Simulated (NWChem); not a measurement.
water (H2O); SMILES O

Computed with NWChem. Pople sets run with spherical d functions. Level Hartree-Fock/6-31G*: optimisations from one semi-empirical or force-field start; each run changes one setting, and all end within 0.3 mHa of each other.

```csv
setting,optimisation steps
"redundant internal coordinates, default thresholds",3
loose thresholds,2
Cartesian coordinates,3
tight thresholds,4
no line search,3
```
